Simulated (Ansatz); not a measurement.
How the zone-centre TO phonon frequency of zinc-blende AlN (metastable phase) moves with the method

No measured value is used here.

```csv
level (code),value (cm⁻¹),cell (Å³/atom)
LDA (Ansatz),664,10.24
PBE (Ansatz),?,10.67
revPBE (Ansatz),?,10.82
RPBE (Ansatz),?,10.87
PBE-D3(BJ) (Ansatz),654,10.45
r²SCAN (Ansatz),663,10.43
r²SCAN+rVV10 (Ansatz),667,10.39
HSE06 (Ansatz),665,10.40
PBE0 (Ansatz),664,10.39
```

Problem. What belongs in the gaps?

Solution. 
- PBE (Ansatz, an electronic-structure program), value (cm⁻¹): 635
- revPBE (Ansatz), value (cm⁻¹): 626
- RPBE (Ansatz), value (cm⁻¹): 623

PBE-D3(BJ): the dispersion coefficients are held fixed in the derivatives. Each level is taken at its own relaxed cell. Cutoffs and k meshes differ between the levels. Ansatz's density-functional and Hartree–Fock values are scalar-relativistic unless marked +SOC, with PAW data made under PBE.
